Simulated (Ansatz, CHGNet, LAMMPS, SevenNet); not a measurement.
# hcp Zr: properties by level of theory

Reference values: lattice constant a 3.232 Å (measured, 293 K, no zero-point or thermal correction; as tabulated in Wikipedia's data pages); lattice parameter c 5.148 Å (measured, 293 K, not corrected to a static lattice; as tabulated in Wikipedia's data pages).

```json
[
 {"level (code)": "Finnis–Sinclair EAM Zr_mm.eam.fs (LAMMPS)", "lattice parameter a (Å)": "3.234", "c axis length (Å)": "5.168"},
 {"level (code)": "CHGNet-r²SCAN", "lattice parameter a (Å)": "[?]", "c axis length (Å)": "5.248"},
 {"level (code)": "SevenNet-0", "lattice parameter a (Å)": "3.219", "c axis length (Å)": "[?]"},
 {"level (code)": "SevenNet-l3i5", "lattice parameter a (Å)": "3.246", "c axis length (Å)": "5.146"},
 {"level (code)": "PBE-D4 (Ansatz)", "lattice parameter a (Å)": "[?]", "c axis length (Å)": "[?]"}
]
```

Problem. Fill in the missing entries.

Solution. 
- CHGNet-r²SCAN, lattice parameter a (Å): 3.208
- SevenNet-0, c axis length (Å): 5.232
- PBE-D4 (Ansatz, an electronic-structure program), lattice parameter a (Å): 3.212
- PBE-D4 (Ansatz), c axis length (Å): 5.159

Differences from the reference values (errors of the level alone only where the reference is corrected to a static lattice):

```json
[
 {"level": "Finnis–Sinclair EAM Zr_mm.eam.fs", "lattice constant a (%)": "+0.06", "lattice parameter c (%)": "+0.39"},
 {"level": "CHGNet-r²SCAN", "lattice constant a (%)": "-0.74", "lattice parameter c (%)": "+1.94"},
 {"level": "SevenNet-0", "lattice constant a (%)": "-0.40", "lattice parameter c (%)": "+1.63"},
 {"level": "SevenNet-l3i5", "lattice constant a (%)": "+0.43", "lattice parameter c (%)": "-0.04"},
 {"level": "PBE-D4", "lattice constant a (%)": "-0.62", "lattice parameter c (%)": "+0.21"}
]
```

Nearest: lattice constant a, not ranked (reference at room or unstated temperature); lattice parameter c, not ranked (reference at room or unstated temperature).

Empirical potentials (Finnis–Sinclair EAM Zr_mm.eam.fs) are fitted to chosen data: where that held the value shown, agreement is built in, and what lay outside the fit can be far off. Machine-learned potentials (CHGNet-r²SCAN, SevenNet-0, SevenNet-l3i5) are trained on DFT data: a solid inside that data is no test of them.

Ansatz's density-functional and Hartree–Fock values are scalar-relativistic unless marked +SOC, with PAW data made under PBE.

Differences are worked out from the printed values.

The computed numbers hold no vibrational or temperature effects.
